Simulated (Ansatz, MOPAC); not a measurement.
Species: SiH$_{2}$ (charge 0, singlet). SMILES: [SiH2]

Atoms: Si1, H2, H3. Bonds: Si1-H2, Si1-H3.

Bond lengths (Å) and angles (degrees) optimised at PM3 with MOPAC; PM6 with MOPAC; PM7 with MOPAC; HF/3-21G with Ansatz (an electronic-structure program); B3LYP/LANL2DZ with Ansatz; MP2/6-31G* with Ansatz, each started from the B3LYP-D3(BJ)/def2-TZVP structure (Ansatz) of the last column. A row stands for all coordinates that are equal there. 6-31G* holds six Cartesian d functions. No wavenumbers were computed at B3LYP/LANL2DZ, MP2/6-31G*, so these may be saddle points.

```
coordinate    PM3    PM6    PM7  HF/3-21G  B3LYP/LANL2DZ  MP2/6-31G*  B3LYP-D3(BJ)/def2-TZVP
----------  -----  -----  -----  --------  -------------  ----------  ----------------------
Si1-H2      1.513  1.536  1.416     1.531          1.537       1.519                   1.523
H2-Si1-H3    94.9   99.9  180.0      93.7           92.0        92.6                    91.5
```

Mean signed difference of all 2 bond lengths from B3LYP-D3(BJ)/def2-TZVP: PM3 -0.010 Å, PM6 0.012 Å, PM7 -0.107 Å, HF/3-21G 0.008 Å, B3LYP/LANL2DZ 0.014 Å, MP2/6-31G* -0.004 Å.
